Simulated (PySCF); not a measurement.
Species: C3H4FN.
SMILES with atom numbers: `[CH2:1]=[N:2][C:3](=[CH2:4])[F:5]` (hydrogens: H6, H7 on C1; H8, H9 on C4)

Geometry (GFN2-xTB, Å), atoms numbered from 1 in this order:
```xyz
9
C3H4FN angstrom
C      1.7038    0.3960    0.3505
N      0.5744    0.5951   -0.1785
C     -0.4714   -0.2621   -0.0278
C     -1.6620   -0.0613   -0.5797
F     -0.2697   -1.3813    0.7336
H      1.9588   -0.4646    0.9710
H      2.4733    1.1326    0.1756
H     -1.8299    0.8132   -1.1772
H     -2.4638   -0.7616   -0.4382
```

Computed, not measured: PySCF 2.14.0, density-fitted response routines, TDDFT B3LYP/def2-SVPD, vertical, gas phase, core orbitals frozen in the response.

Ground-to-excited transition dipoles (e·a0, same axes as the geometry; the sign carries no meaning), for the states with f of 0.002 or more among the lowest 7:

| state | E (eV) | μx | μy | μz |
| --- | --- | --- | --- | --- |
| S2 | 5.505 | -1.751 | -0.163 | -0.530 |
| S3 | 6.855 | -0.040 | 0.067 | 0.109 |
| S5 | 7.551 | 0.126 | -0.213 | -0.347 |
| S6 | 7.671 | -0.955 | -0.031 | -0.326 |
| S7 | 7.788 | 0.052 | -0.085 | -0.136 |

(1) What oscillator strength does each state have?

(2) What is the point group, and which symmetry does each of these states have?

(3) Which bond between heavy atoms lies closest to the direction of the S2 transition dipole?

(4) What angle do the transition dipoles of S5 and S6 make?

(5) How is the summed strength of these states shared among x, y and z?

(6) What peak molar absorption coefficient would the strongest computed level give as a lone Gaussian band 0.3 eV wide at half height?

Answers

(1) f = (2/3) ΔE |μ|² with ΔE in hartree (27.2114 eV).

| state | \|μ\|² (au) | \|μ\| (D) | f |
| --- | --- | --- | --- |
| S2 | 3.375 | 4.67 | 0.455 |
| S3 | 0.018 | 0.34 | 0.003 |
| S5 | 0.182 | 1.08 | 0.034 |
| S6 | 1.019 | 2.57 | 0.191 |
| S7 | 0.028 | 0.43 | 0.005 |

(2) Cs. Polarised normal to the mirror plane, so A″: S3, S5 and S7. Polarised in the mirror plane, so A′: S2 and S6.

(3) C3–C4 and C1–N2, at 16° from it; next N2–C3 at 41°.

(4) |cos θ| = |μa·μb| / (|μa| |μb|) = 0.00, so θ ≈ 90° (taken between 0 and 90°, since the signs are arbitrary).

(5) (2/3) Σ ΔE μα² gives 0.589 for x, 0.014 for y and 0.086 for z, 0.689 in all.

(6) ε(max) = 2.175×10⁸ f / FWHM, with the width in cm⁻¹. S2: 2.175×10⁸ × 0.4551 / 2420 ≈ 41000 L mol⁻¹ cm⁻¹.

One conformer stands for the species.
